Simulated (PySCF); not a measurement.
Homolysis of single bonds, series acetyl-X. Gas-phase values, no solvent. One relaxed conformer stands for each flexible species; it need not be the lowest. Strings in code marks are SMILES.

Computed with PBE-D3(BJ)/def2-TZVP (PySCF 2.14.0). All candidates: neutral, multiplicity 2. 

| Item | Value |
|---|---|
| dipole moment | 2.68 D |
| highest occupied spin orbital | -7.12 eV |

Task: Which member has these values?
A) `B[C]=O`
B) `[SeH]`
C) `CC([O])=O`
D) `[SiH3]`

Result: C, `CC([O])=O`. The others give `[SeH]`: 0.55 D, -5.80 eV; `[SiH3]`: 0.03 D, -5.32 eV; `B[C]=O`: 0.04 D, -5.48 eV
